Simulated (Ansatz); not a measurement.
A CCSD(T) single point on C$_{3}$H$_{4}$O$_{2}$, SMILES `CC(=O)C=O`.

```yaml
crystal:
  periodic: [false, false, false]
  atoms:
    - {symbol: C, position_ang: [-0.016797, -0.974945, -0.650265]}
    - {symbol: C, position_ang: [0.478497, -0.043622, 0.404129]}
    - {symbol: O, position_ang: [1.416195, -0.250388, 1.131484]}
    - {symbol: C, position_ang: [-0.266613, 1.281612, 0.572443]}
    - {symbol: O, position_ang: [-1.208384, 1.595877, -0.096914]}
    - {symbol: H, position_ang: [-1.064039, -1.224352, -0.460133]}
    - {symbol: H, position_ang: [0.592965, -1.875440, -0.670368]}
    - {symbol: H, position_ang: [0.003063, -0.475792, -1.622624]}
    - {symbol: H, position_ang: [0.153613, 1.920750, 1.374948]}
basis:
  gaussian: {orbitals: def2-SVP}
correlation: {method: ccsd_t}
```

```sh
$ ansatz run in.yaml --threads 4 --pin off --events-out ev --progress --plain --max-ram 10444MiB
```

Output of Ansatz, abridged:

```
Functional definition: HF
899 factors; integrals over basis functions are off by at most 1.4e-3 eV
mean field evaluation 1: about -7218.2233 eV, gradient 4.5e1 eV
mean field evaluation 2: about -7218.3373 eV, gradient 4.5e1 eV
mean field evaluation 4: about -7222.7762 eV, gradient 4.2e0 eV
mean field evaluation 8: about -7222.8729 eV, gradient 5.7e-1 eV
mean field -7222.87528240 eV, -265.4357707874 hartree, gradient 1.2e-6 eV, S^2 0.000000; 0 other end points of the search recorded, 0 dependent functions left out
5 core orbitals not correlated: weight in the atoms' cores, before any rotation towards them, 1.000 or more for the frozen orbitals, at most 0.000 for the correlated occupied ones
reference -7222.87528240 eV, -265.4357707874 hartree; 14, 14 occupied and 71, 71 virtual orbitals, 899 factors
second order -20.53159510 eV of doubles, -0.00000000 eV of singles
cycle   1  -20.62065647 eV  change   -8.9e-2 eV  update   1.2e-1
cycle   2  -21.21728135 eV  change   -6.0e-1 eV  update   3.8e-2
cycle   3  -21.39568927 eV  change   -1.8e-1 eV  update   2.0e-2
cycle   4  -21.38561340 eV  change    1.0e-2 eV  update   4.6e-3
cycle   5  -21.38601460 eV  change   -4.0e-4 eV  update   1.9e-3
cycle   6  -21.38709581 eV  change   -1.1e-3 eV  update   6.0e-4
cycle   7  -21.38664232 eV  change    4.5e-4 eV  update   2.3e-4
cycle   8  -21.38658657 eV  change    5.6e-5 eV  update   7.4e-5
cycle   9  -21.38660346 eV  change   -1.7e-5 eV  update   2.9e-5
perturbative correction -0.71332225 eV, -0.0262141091 hartree
Total energy: -7244.97520811 eV, -266.2479280774 hartree
```

Hardware: 4 threads of an Arm Neoverse N1 on a shared host. Wall time 4.6 s, peak host memory 0.42 GiB.

MP2 recovers 92.9 % of the CCSD(T) correlation energy and the triples give 3.2 %; T1 = 0.0152.
